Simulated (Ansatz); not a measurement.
Reaction: C2H4O2 (SMILES O=COC) → CHO (SMILES [CH]=O, doublet) + CH3O (SMILES C[O], doublet) (the C-O bond breaks)
Each species at its own B3LYP-D3(BJ)/def2-TZVP minimum (Ansatz, a quantum-chemistry and plane-wave program), one conformer.

Property: bond dissociation energy (electronic), in kcal/mol. Open shells are spin-unrestricted; no spin-orbit coupling. CBS(X,Y): correlation extrapolated as X^-3, Hartree-Fock from the larger set. A bracket is a step between two methods taken in the basis named. Functionals run without relativity, which enters their misses. Double hybrids freeze cores in their MP2 part. '+ core + X2C': CCSD(T) terms for core correlation (cc-pwCVTZ) and scalar relativity (cc-pVTZ-DK).

CCSD(T)/CBS(cc-pVTZ,cc-pVQZ) + [CCSDT(Q) - CCSD(T)]/cc-pVDZ + core + X2C (Ansatz) gives 107.3 kcal/mol.

**Question.** How far off this value is PBE/def2-TZVPD (Ansatz), in which direction, and which of these levels come nearer: r2SCAN/def2-TZVPD, B3LYP/def2-TZVPD, PBE0/def2-TZVPD, wB97M-V/def2-TZVPD, B2PLYP/def2-TZVPD, CCSD(T)/CBS(cc-pVTZ,cc-pVQZ) + core + X2C?

**Answer.** PBE gives 102.9 kcal/mol, 4.4 kcal/mol below it. Differences of the others: r2SCAN/def2-TZVPD (Ansatz) -6.3; B3LYP/def2-TZVPD (Ansatz) -9.2; PBE0/def2-TZVPD (Ansatz) -4.8; wB97M-V/def2-TZVPD (Ansatz) -2.2; B2PLYP/def2-TZVPD (Ansatz) -4.9; CCSD(T)/CBS(cc-pVTZ,cc-pVQZ) + core + X2C (Ansatz) 0.2 kcal/mol. Nearer than PBE: wB97M-V/def2-TZVPD, CCSD(T)/CBS(cc-pVTZ,cc-pVQZ) + core + X2C.
